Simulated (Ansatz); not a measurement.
Relaxation of CH₅BO (8 atoms, charge 0, multiplicity 1), to a largest force component of 0.02 eV/Å in at most 40 steps.

These are results of Ansatz, RKS r2SCANh/def2-SVP, not measurements.

```xyz
8
Properties=species:S:1:pos:R:3
B 0.000 0.000 0.000
O 0.000 0.000 1.410
H -0.909 -0.281 1.747
C 1.386 0.000 -0.800
H 1.715 -1.046 -0.970
H 1.249 0.508 -1.777
H 2.155 0.538 -0.208
H -1.030 0.000 -0.595
```

Q: Where does it end, and by what steps?

A: The forces met the threshold. After 10 steps the energy has fallen by 0.226 eV; H8 moved furthest, 0.41 Å.

```csv
step,energy less start (eV),largest force component (eV/Å),accepted
0,0.0000,1.843,yes
1,-0.0374,3.141,yes
2,-0.0944,2.780,yes
3,-0.2177,0.281,yes
4,-0.2218,0.071,yes
5,-0.2246,0.067,yes
6,-0.2253,0.093,yes
7,-0.2258,0.127,yes
8,-0.2253,0.136,no
9,-0.2264,0.037,yes
10,-0.2265,0.007,yes
```

```xyz
8
Properties=species:S:1:pos:R:3
B 0.016 -0.111 0.008
O -0.017 0.118 1.343
H -0.895 0.016 1.721
C 1.371 0.010 -0.759
H 1.615 -0.947 -1.248
H 1.282 0.741 -1.580
H 2.211 0.301 -0.113
H -1.016 -0.410 -0.565
```

Whether the end is a true minimum wasn't checked by a vibrational analysis.

The run took 17 s on 1 thread of AMD EPYC 9R14 (Zen 4), with other jobs on the host, peak memory 0.17 GiB.
